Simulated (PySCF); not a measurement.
Species: ClH4PSi (charge +1 and doublet state).
Geometry (GFN2-xTB, Å), atoms numbered from 1 in this order:
```xyz
7
ClH4PSi angstrom
P      1.2781   -0.3185    0.3385
Si    -1.1014   -0.0732    0.0088
Cl    -1.4129    1.8279   -0.4120
H      2.0057   -0.7208   -0.7759
H      1.9796    0.8510    0.6062
H     -1.1982   -1.0131   -1.1022
H     -1.5476   -0.5483    1.3095
```

The hyperfine couplings belong to this conformer and change with its torsions.

Identity: `[PH2+][SiH2]Cl` [radical] (charge +1).

Method: UKS B3LYP, pcH-1 on Cl H P Si, non-relativistic, mean-field spin-orbit, GIAO (PySCF 2.14.0). The structure is a single GFN2-xTB conformer in the gas phase; no vibrational or solvent corrections. Couplings are sensitive to structure, and on GFN2-xTB geometries they can be far from those on DFT ones, by a factor of two or more for some ions and for spin on atoms past the first row. No stability test was run, so a lower SCF solution isn't excluded.

Q: What are g_iso and the isotropic 31P coupling of P1?

A: g_iso = 2.00929 and a = +659.32 MHz, or +23.444 mT (Mulliken spin population +0.94).

Q: Take this nucleus alone (I = 1/2, g_N = 2.2632) with S = 1/2. Where do its 2 lines fall at 34.1 GHz to first order, to second order and exactly?

A: B0 = hν/(g μB) = 1212.552 mT and a/B0 = 0.0193. B(1) = B0 − a·mI, B(2) = B(1) − a²[I(I+1) − mI²]/(2B0); the exact values solve the Breit–Rabi equation, nuclear Zeeman term included.

```
  mI  first order (mT)  second order (mT)  exact (mT)  exact − first order
−1/2          1224.275           1224.161    1224.162               -0.112
+1/2          1200.830           1200.717    1200.716               -0.114
```

Q: What levels remain at zero field?

A: F = I ± 1/2 = 1 and 0, at a·I/2 = +164.8 MHz and −a(I+1)/2 = -494.5 MHz, that is |a|(I + 1/2) = 659.3 MHz apart; F = 0 lies lower.

Other couplings of abundant isotopes, left aside here: 2 × 1H 15 MHz, 2 × 1H 14 MHz, 1 × 35Cl 5 MHz.

Class means assume fast exchange of nuclei equivalent by connectivity; if that motion is slow, each nucleus keeps its own coupling. The 1H value of +15.3 MHz is a mean of couplings from -5.5 to 36.1 MHz in this one geometry, not an average over conformers.
